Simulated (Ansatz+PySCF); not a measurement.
A calculation with Ansatz (development build ahead of 0.2.0).

```yaml
crystal:
  periodic: [false, false, false]
  atoms:
    - { symbol: C, position_ang: [0.00307, -0.00885, -1.23546] }
    - { symbol: C, position_ang: [-0.00343, 0.00057, 0.2051] }
    - { symbol: C, position_ang: [0.00734, 0.00668, 1.42404] }
    - { symbol: H, position_ang: [-0.00639, -1.02582, -1.64217] }
    - { symbol: H, position_ang: [-0.88697, 0.51989, -1.62732] }
    - { symbol: H, position_ang: [0.88278, 0.51544, -1.62784] }
    - { symbol: H, position_ang: [-0.00606, 0.00765, 2.49712] }
basis:
  gaussian: { orbitals: def2-SVP }
hamiltonian:
  xc: hf
correlation:
  method: mp2
  frozen_orbitals: { C: 1, H: 0 }
scf:
  omitted_lower_state_checks: [stability, starts, atomic_configurations, cluster_reference, orbital_swaps, given_window_search, neighbouring_geometries, increment]
```

The input is written out in the form of the current development build from the run's settings.

Output:

```
Converged                       : yes
Reference energy                : -115.77915 hartree
Correlation energy              : -0.39858 hartree
Total energy                    : -116.17773 hartree
Spin squared of the determinant : 0.000
```
